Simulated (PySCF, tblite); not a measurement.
Species: C4H6FN.
Cartesian coordinates in Å at the GFN2-xTB level; atoms count from 1:
```
atom  x, y, z in Å
N1    -2.458    0.811   -0.046
C2    -1.259    0.692    0.284
C3    -0.385   -0.537    0.214
C4     0.840   -0.243   -0.594
C5     2.040   -0.033   -0.084
F6     2.280   -0.107    1.238
H7    -2.899   -0.034   -0.410
H8    -0.769    1.581    0.671
H9    -0.097   -0.804    1.234
H10   -0.942   -1.365   -0.231
H11    0.717   -0.161   -1.662
H12    2.934    0.201   -0.642
```

Method used: PBE0/pcSseg-1 in PySCF (dipole) on a GFN2-xTB geometry, gas phase.

Masses are those of the commonest isotopes; rigid-rotor values at the optimised geometry. The values belong to one conformer with, in the numbering `[H]/[N:1]=[CH:2]\[CH2:3]/[CH:4]=[CH:5]\[F:6]`, N1–C2–C3–C4 124°, C2–C3–C4–C5 104°.

Task: Give the principal moments of inertia and the rotational constants in GHz.

Result: Ia = 47.39, Ib = 303.10, Ic = 320.73 u·Å²; 505379 MHz·u·Å²/I gives 10665, 1667 and 1576 MHz, that is A = 10.665, B = 1.6674, C = 1.5757 GHz.

Task: What kind of rotor is it?

Result: A near-prolate asymmetric top: κ = (2 × 1667 − 10665 − 1576)/(10665 − 1576) = -0.98.

Task: Is it planar, by Δ = Ic − Ia − Ib?

Result: Not planar: Δ = Ic − Ia − Ib = -29.76 u·Å². For a rigid frame Δ = −2 Σ m c², so Σ m c² = 14.88 u·Å² lies off the ab plane: 6.03 from hydrogen and 8.85 from heavier atoms. The atom farthest from that plane is 1.49 Å away.

Task: Predict some low-J microwave lines.

Result: The dipole components are |μa| = 1.36 D, |μb| = 1.79 D, |μc| = 0.90 D. The squared components, which scale the intensities, stand as 0.58 : 1.00 : 0.25 (a : b : c). Some lines, for components of 0.1 D or more:

| type | branch | J(Ka,Kc) | MHz | lower level (cm⁻¹) |
| --- | --- | --- | --- | --- |
| a | Q | 3(1,2) ← 3(1,3) | 550 | 0.942 |
| b | R | 3(0,3) ← 2(1,2) | 820 | 0.622 |
| a | R | 2(0,2) ← 1(0,1) | 6485 | 0.108 |
| c | Q | 2(1,2) ← 2(0,2) | 8907 | 0.325 |
| b | Q | 1(1,0) ← 1(0,1) | 9090 | 0.108 |
| b | Q | 2(1,1) ← 2(0,2) | 9182 | 0.325 |
| a | R | 3(0,3) ← 2(0,2) | 9726 | 0.325 |
| b | R | 1(1,1) ← 0(0,0) | 12241 | 0.000 |
| a | R | 4(1,4) ← 3(1,3) | 12788 | 0.942 |
| a | R | 4(3,1) ← 3(3,0) | 12974 | 3.364 |
| b | R | 2(1,2) ← 1(0,1) | 15392 | 0.108 |
| b | Q | 4(2,2) ← 4(1,3) | 26685 | 1.399 |
| b | Q | 3(2,1) ← 3(1,2) | 26860 | 0.960 |
| c | Q | 2(2,1) ← 2(1,1) | 26994 | 0.631 |
| b | Q | 2(2,0) ← 2(1,1) | 26994 | 0.631 |
| b | R | 2(2,1) ← 1(1,0) | 33571 | 0.411 |
| c | R | 2(2,1) ← 1(1,1) | 33663 | 0.408 |
| b | R | 2(2,0) ← 1(1,1) | 33664 | 0.408 |
| c | R | 3(2,2) ← 2(1,2) | 36998 | 0.622 |
| c | R | 4(2,3) ← 3(1,3) | 40378 | 0.942 |
| c | Q | 4(3,2) ← 4(2,2) | 45211 | 2.289 |
| b | Q | 4(3,1) ← 4(2,2) | 45211 | 2.289 |
| b | R | 3(3,0) ← 2(2,1) | 54948 | 1.531 |
| b | R | 4(4,1) ← 3(3,0) | 76278 | 3.364 |

Task: Estimate the classical rotational partition function at 25 K, 50 K and 298.15 K.

Result: Point group C1, symmetry number σ = 1; q = (√π/σ)·√((kT/h)³/(ABC)), k/h = 20836.6 MHz/K: 3980 at 25 K, 11300 at 50 K, 164000 at 298.15 K.

Its GFN2-xTB frequencies are all real (lowest 37 cm⁻¹). No vibrational averaging or centrifugal distortion is included, and the geometry carries the error of its method. Quadrupole hyperfine structure (14N) is left out.
